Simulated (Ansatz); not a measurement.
Predict the output of the script below (Ansatz's Python interface).

`c5h5cl_energy.py`
```python
# -*- coding: utf-8 -*-
"""Single point of C5H5Cl in a Gaussian basis."""

from pathlib import Path

import ansatz as az
from ase import Atoms
import numpy as np

atoms = Atoms(["C", "C", "C", "C", "C", "Cl", "H", "H", "H", "H", "H"], positions=[
    (2.7717, 0.7579, 0.9911),
    (1.7786, 0.4566, 0.3776),
    (0.5945, 0.0973, -0.3551),
    (-0.5431, -0.1796, 0.2834),
    (-1.7807, -0.5691, -0.4633),
    (-2.3967, 0.8098, -1.4098),
    (3.6434, 1.0225, 1.5298),
    (0.643, 0.0553, -1.4363),
    (-0.5792, -0.149, 1.3669),
    (-2.5653, -0.8802, 0.2578),
    (-1.5661, -1.4217, -1.1421),
])
molecule = az.Crystal.molecule_from_ase(atoms)

model = (
    molecule.calculation()
    .basis(gaussian="def2-SVP")
    .functional("pbe0", dispersion="d4")
    .forces()
    .orbitals()
)
result = model.run(threads=1, pin="off", runs_dir="out")
report = result.report

for key in ("converged", "free_energy_ev", "reference_energy_ev", "n_frozen", "n_occupied", "n_virtual"):
    print(f"{key:22s} {report[key]}")

symbols = [site.symbol for site in molecule.cartesian_sites]
print("forces (eV/A)")
for symbol, f in zip(symbols, report["forces_ev_ang"]):
    print(f"  {symbol:2s} {f[0]:9.4f} {f[1]:9.4f} {f[2]:9.4f}")

charges = report["charge_distribution"]
dipole = np.array(charges["dipole_moment_e_ang"]) * 4.803205
print("dipole (D): {:.3f} {:.3f} {:.3f}, length {:.3f}".format(*dipole, np.linalg.norm(dipole)))
print("atom  Mulliken   Lowdin")
for symbol, m, l in zip(symbols, charges["mulliken_charges_e"], charges["lowdin_charges_e"]):
    print(f"{symbol:4s} {m:9.3f} {l:8.3f}")

lines = Path(report["orbitals_path"]).read_text().splitlines()
field_of = lambda key: [line.split("=")[1].strip() for line in lines if line.startswith(key)]
orbitals = [(27.211386 * float(e), s, float(n)) for e, s, n in zip(field_of("Ene="), field_of("Spin="), field_of("Occup="))]
homo = max(e for e, _, n in orbitals if n > 0.5)
lumo = min(e for e, _, n in orbitals if n < 0.5)
for e, spin, n in sorted(orbitals):
    if homo - 10 < e < lumo + 5:
        print(f"{spin:6s} {e:10.3f} eV  occupation {n:.0f}")
```

```console
$ python c5h5cl_energy.py
converged              True
free_energy_ev         -17768.320487624354
reference_energy_ev    -17768.115193687798
n_frozen               0
n_occupied             [26, 26]
n_virtual              [87, 87]
forces (eV/A)
  C     0.1814    0.0465    0.0829
  C    -1.0510   -0.3041   -0.9467
  C     1.0362    0.2463    1.0314
  C    -0.4487   -0.3705   -0.4321
  C     0.0131   -0.4414    0.6312
  Cl   -0.2426    0.0047   -0.2155
  H     0.5497    0.1679    0.3485
  H     0.0835    0.0499   -0.4541
  H    -0.0413    0.1022    0.3243
  H     0.1449    0.1140   -0.4278
  H    -0.2252    0.3844    0.0579
dipole (D): 0.248 -1.400 0.815, length 1.639
atom  Mulliken   Lowdin
C       -0.385   -0.029
C        0.306   -0.062
C       -0.028    0.005
C       -0.080   -0.059
C       -0.009   -0.102
Cl      -0.157    0.154
H        0.039    0.024
H        0.061    0.031
H        0.057    0.026
H        0.093    0.003
H        0.104    0.009
Alpha     -16.427 eV  occupation 2
Alpha     -15.209 eV  occupation 2
Alpha     -14.169 eV  occupation 2
Alpha     -13.180 eV  occupation 2
Alpha     -12.310 eV  occupation 2
Alpha     -11.893 eV  occupation 2
Alpha     -11.024 eV  occupation 2
Alpha      -9.699 eV  occupation 2
Alpha      -8.522 eV  occupation 2
Alpha      -8.367 eV  occupation 2
Alpha      -8.076 eV  occupation 2
Alpha      -7.095 eV  occupation 2
Alpha      -1.235 eV  occupation 0
Alpha       1.196 eV  occupation 0
Alpha       1.569 eV  occupation 0
Alpha       2.118 eV  occupation 0
Alpha       2.535 eV  occupation 0
Alpha       2.987 eV  occupation 0
Alpha       3.320 eV  occupation 0
```

Total energies depend on the basis set; only differences at equal settings carry meaning. The geometry is a force-field or estimated start, not a minimum of this method, and the basis set is short of its limit. The Löwdin charges here are taken after orthogonalising the functions within each atom; they differ from plain Löwdin charges, and their signs can be unphysical. Alpha marks a spatial orbital of a restricted run, filled by both spins. Total less reference energy is the dispersion correction. Levels such as HOMO and LUMO are orbital energies: with these approximate functionals they aren't the ionisation energy and electron affinity, and their gap isn't the fundamental gap. Wall time of the script: 4.3 s on 1 thread of Intel(R) Xeon(R) Platinum 8375C CPU @ 2.90GHz (Ice Lake) (shared host), peak memory 0.31 GiB.

(A comment or docstring line of the script was reworded after the run, the code is as it ran; lines on the test bed's own set-up are left out of the output.)
